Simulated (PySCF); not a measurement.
Name the molecule from its bond curve

A diatomic of charge 0 contains Li. Its quartet curve at UHF-MP2 in a double-zeta basis (spin-free X2C with a Gaussian nucleus, PySCF), in eV from the separated fragments:

R (Å), E (eV) and a bar:
```
    1.653     -1.922 ##########################
    1.730     -2.142 ############
    1.807     -2.270 ####
    1.864     -2.320 #
    1.922     -2.339 
    1.980     -2.334 
    2.057     -2.295 ###
    2.153     -2.210 ########
    2.268     -2.072 ################
    2.422     -1.852 ##############################
```

The fit gives ωe = 662 cm⁻¹ and the rotational constant Bₑ = 1.016 cm⁻¹.

Problem. Which atom is the partner?

Solution. The minimum lies at 1.936 Å, so the reduced mass is 16.8576 u Å² cm⁻¹/(Bₑ·Re²) = 4.427 u. With Li at 7.02 u the partner weighs about 12.0 u: C. The molecule is LiC.

Correlated steps freeze 1 core orbital. The state was picked by a PBE0 search and need not be the measured ground state.
